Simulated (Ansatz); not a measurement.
A made-up structure of BSiH₅O, singlet:

```
8
angstrom
O -0.3221 0.6516 -0.4609
B -1.3789 0.2273 -1.1867
Si 0.6569 -0.6610 0.7335
H -1.8597 1.0524 -1.8275
H -0.0485 1.5801 -0.5225
H 0.6116 -0.1815 2.1453
H 2.0949 -0.7193 0.3413
H 0.1007 -2.0407 0.6878
```

It is relaxed with PBE-D4/def2-SVP and then PBE0-D4/def2-TZVP (Ansatz 0.2.0). Atoms count as bonded within 1.22 times the sum of their covalent radii (H–H: 0.88 Å). The end point is not checked to be a true minimum.

(1) Does its bonding change? (A judgement: the text doesn't fix the answer.)

Answers

(1) By the calculation: Yes. Formed: B2–Si3; broken: O1–Si3.

Where it ends: The first stage lowers the energy by 4.75 eV in 12 steps. It ends as BSiH₅O ([OH][BH][SiH3]):
```xyz
8
angstrom
O 0.1721 1.5107 -1.0157
B -0.5456 0.5441 -0.4037
Si 0.4193 -0.9204 0.6123
H -1.7493 0.5718 -0.4743
H -0.3687 2.1618 -1.4729
H -0.0260 -0.9179 2.0360
H 1.9018 -0.7914 0.5835
H 0.0512 -2.2499 0.0452
```

Labels in which every atom is bracketed show which atoms are joined, not bond orders.

For scale, one of the runs: PBE0-D4/def2-TZVP relaxation, 129 basis functions, launched by `ansatz run in.yaml --threads 2 --pin off --events-out ev --progress --plain --max-ram 4352MiB`. Hardware: 2 CPU threads of an Arm Neoverse V2, shared host. Wall time about 45 s.
